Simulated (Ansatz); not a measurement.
**C₄H₆O₂: small, medium and large basis sets**

One table from this session's results is given with a row withheld; the runs are named, their logs left out.

The runs use Ansatz 0.2.0, Gaussian basis; one geometry, several basis sets.

Levels to be run: PBE0-D4/def2-SVP; ωB97M-V/def2-SVP; PBE0-D4/def2-QZVPP; ωB97M-V/def2-QZVPP; the functionals' def2-TZVPP values are taken from earlier runs.

### The relaxed structure

An earlier PBE0-D4 in a triple-zeta def2 set relaxation fixed the geometry.

12 atoms, charge 0, spin multiplicity 1.

Atoms are counted from 1 here; the program's logs count them from 0.

Bond lengths: C1–C2 1.199 Å, C1–H7 1.062 Å, C2–O3 1.294 Å, O3–C4 1.453 Å, C4–C5 1.504 Å, C4–O6 1.377 Å, C4–H8 1.093 Å, C5–H9 1.093 Å, C5–H10 1.090 Å, C5–H11 1.090 Å, O6–H12 0.963 Å. Angles: C2–C1–H7 179.4°, C1–C2–O3 177.9°, C2–O3–C4 115.5°, O3–C4–C5 105.5°, O3–C4–O6 110.9°, O3–C4–H8 107.3°, C5–C4–O6 114.2°, C5–C4–H8 112.7°, O6–C4–H8 106.1°, C4–C5–H9 110.0°, C4–C5–H10 109.4°, C4–C5–H11 110.7°, H9–C5–H10 109.1°, H9–C5–H11 108.3°, H10–C5–H11 109.2°, C4–O6–H12 108.9°.

Set-up of the first run:

Input file in.yaml:

```yaml
crystal:
  periodic: [false, false, false]
  atoms:
    - {symbol: C, position_ang: [-2.596471, 0.628570, 1.317451]}
    - {symbol: C, position_ang: [-1.646355, 0.057278, 0.860593]}
    - {symbol: O, position_ang: [-0.634037, -0.597807, 0.391734]}
    - {symbol: C, position_ang: [0.453803, 0.217190, -0.121351]}
    - {symbol: C, position_ang: [1.598368, -0.733590, -0.339676]}
    - {symbol: O, position_ang: [0.064793, 0.901649, -1.250721]}
    - {symbol: H, position_ang: [-3.443996, 1.132619, 1.712401]}
    - {symbol: H, position_ang: [0.673861, 0.977128, 0.632324]}
    - {symbol: H, position_ang: [1.314246, -1.501464, -1.064453]}
    - {symbol: H, position_ang: [2.458789, -0.183911, -0.721652]}
    - {symbol: H, position_ang: [1.873057, -1.227659, 0.592372]}
    - {symbol: H, position_ang: [-0.039059, 0.274695, -1.974922]}
basis:
  gaussian: {orbitals: def2-SVP}
hamiltonian: {xc: pbe0, dispersion: d4}
output: {orbitals: {seedname: orbitals}}
```

The run is started by

```bash
> ansatz run in.yaml --threads 4 --pin off --events-out ev --progress --plain --max-ram 10444MiB
```

Steps of the session up to this table: PBE0-D4 in def2-SVP; ωB97M-V in def2-SVP; PBE0-D4 in def2-QZVPP; ωB97M-V in def2-QZVPP.

One of the session's tables, all rows but one given; the rest of the session is left out.

It belongs to the step «Density functionals: the series». 

| functional | basis | HOMO (eV) | LUMO (eV) |
| --- | --- | --- | --- |
| PBE0-D4 | def2-SVP | -6.89 | 1.49 |
| PBE0-D4 | def2-TZVPP | -6.99 | 0.83 |
| PBE0-D4 | def2-QZVPP | -7.02 | 0.44 |
| ωB97M-V | def2-SVP | ? | ? |
| ωB97M-V | def2-TZVPP | -9.27 | 2.27 |
| ωB97M-V | def2-QZVPP | -9.30 | 1.61 |

Estimate the missing values for ωB97M-V, def2-SVP.

As computed: HOMO (eV): -9.15; LUMO (eV): 3.18. In the column «HOMO (eV)» it lies between ωB97M-V, def2-TZVPP (-9.27) and PBE0-D4, def2-QZVPP (-7.02).
